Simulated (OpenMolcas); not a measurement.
## Predicting a hybrid from its neighbours: CH3AlO

CH3AlO has 6 atoms, charge 0, and is taken as a singlet. SMILES: `[CH3][Al]=[O]`. Geometry: relaxed at PBE0-D4/def2-TZVP.

The HOMO–LUMO gap y, in eV, basis aug-cc-pVDZ; a is the functional's share of exact exchange. Programs: OpenMolcas 26.06.

```
functional     program     a  y (eV)
      BLYP  OpenMolcas     0    3.57
    r2SCAN  OpenMolcas     0    4.23
     B3LYP  OpenMolcas   0.2    5.19
      PBE0  OpenMolcas  0.25       ?
     BHLYP  OpenMolcas   0.5    7.51
```

Question: Fit y = c + s·a to the known rows and predict PBE0.

Answer: 
1. Means of the 4 rows: a = 0.1750, y = 5.125.
2. Σ(Δa)² = 0.1675, Σ(Δa·Δy) = 1.2055, so the slope is 1.2055/0.1675 = 7.197.
3. Intercept: 5.125 − (7.197) × 0.1750 = 3.866. The largest residual of the fit is 0.36.
4. PBE0: 3.866 + (7.197) × 0.25 = 5.67 eV.

The run gave 5.68 eV, so the prediction is off by -0.01 eV, within the largest residual. Exact exchange lowers occupied levels and raises empty ones. The rows mix families of semi-local functionals, which the line can't see.
